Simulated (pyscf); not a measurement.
Elementary routes open to H₂N–SiH(Cl)–Cl (SMILES N[SiH](Cl)Cl) in the gas phase (singlet surface):
A. HN=Si(Cl)–Cl (SMILES N=[Si](Cl)Cl) + H₂ (SMILES [H][H]) (H–N, H–Si broken; H–H formed)
B. H₂N–Si:–Cl (SMILES N[Si]Cl) [singlet] + HCl (SMILES Cl) (Cl–Si, H–Si broken; Cl–H formed)
C. Cl–Si:–Cl (SMILES Cl[Si]Cl) [singlet] + NH₃ (SMILES N) (N–Si, H–Si broken; H–N formed)

Optimised with ωB97X-D3(BJ)/def2-SVP in PySCF.

### Question
Rank the routes by free-energy barrier at 298 K, lowest first, for ωB97M-D3(BJ)/def2-TZVP energies (ideal gas, 1 atm, RRHO with modes under 100 cm⁻¹ raised to 100, one conformer, R ln 2 for chiral ones without a mode under 150 cm⁻¹).

### Answer
B (2.87 eV), C (3.09 eV), A (3.32 eV)

Route B is the fastest of these, ahead of the next by 0.22 eV. The most stable products are those of C (ΔG = +1.67 eV), whose barrier is 0.22 eV higher: the kinetic and the thermodynamic product differ. At 1200 K B is still the fastest. C: On the product side the descent ends in an adduct with a N–Si contact, 1.13 eV under the separated species and 2.07 eV under the saddle at ωB97X-D3(BJ)/def2-TZVP. Only these routes are compared; each barrier is that of the saddle found, and lower ones may exist.
